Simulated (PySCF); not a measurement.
## Frontier levels across methods

Compound: C₃H₃FO.
Z-matrix (Å and degrees, PBE0-D3(BJ)/def2-SVP geometry), rows numbered from 1:
```
C 
C   1  1.3318
F   2  1.3322  1  122.73
C   2  1.4854  1  124.06  3   179.97
O   4  1.2025  2  123.76  1    -0.28
H   1  1.0908  2  121.67  3     0.15
H   1  1.0908  2  117.87  3  -179.86
H   4  1.1186  2  113.59  1   179.68
```

Basis pcSseg-2 throughout (PySCF), one geometry. One conformer (not necessarily the lowest) at the PBE0-D3(BJ)/def2-SVP geometry, without solvent, vibrations or thermal averaging.

Q: How do the orbital energies, the gap and the dipole change with the method?

A: 
```csv
method,kind,HOMO (eV),LUMO (eV),gap (eV),μ (D),SCF cycles
OPBE,GGA,-6.37,-3.23,3.14,1.50,17
BLYP,GGA,-6.38,-3.21,3.17,1.53,18
PBE,GGA,-6.45,-3.34,3.11,1.51,17
B97-D,GGA,-6.47,-3.24,3.24,1.54,17
BP86,GGA,-6.55,-3.41,3.14,1.53,17
LDA,LDA,-6.60,-3.61,3.00,1.55,17
KT2,GGA,-6.63,-3.27,3.36,1.51,17
KT3,GGA,-6.63,-3.26,3.37,1.51,17
B97-2,global hybrid,-7.82,-2.39,5.43,1.53,14
B3LYP,global hybrid,-7.88,-2.59,5.30,1.53,15
PBE0,global hybrid,-8.11,-2.34,5.77,1.52,14
mPW1PW91,global hybrid,-8.15,-2.35,5.80,1.52,14
BHandHLYP,global hybrid,-9.30,-1.24,8.07,1.55,14
CAM-B3LYP,range-separated hybrid,-9.60,-1.20,8.40,1.50,14
wB97X-D,range-separated hybrid,-10.05,-0.50,9.55,1.50,14
HF,Hartree–Fock,-10.84,1.54,12.37,1.63,12
LC-wPBE,range-separated hybrid,-10.94,-0.01,10.93,1.44,15
```

The HOMO spans 4.57 eV, from OPBE down to LC-wPBE, and the gap runs from 3.00 eV (LDA) to 12.37 eV (HF). Over the methods OPBE (0 %), BLYP (0 %), PBE (0 %), B97-D (0 %), BP86 (0 %), LDA (0 %), KT2 (0 %), KT3 (0 %), B97-2 (21 %), B3LYP (20 %), PBE0 (25 %), mPW1PW91 (25 %), BHandHLYP (50 %), HF (100 %), a straight line through the gap against the share of exact exchange rises by 0.93 eV for each 10 % (correlation coefficient 0.998). The dipole ranges from 1.44 D (LC-wPBE) to 1.63 D (HF). This basis has no diffuse functions.

The vertical ΔSCF ionisation energy at B3LYP/def2-SVPD is 10.56 eV; −ε(HOMO) comes closest to it with HF (10.84 eV).
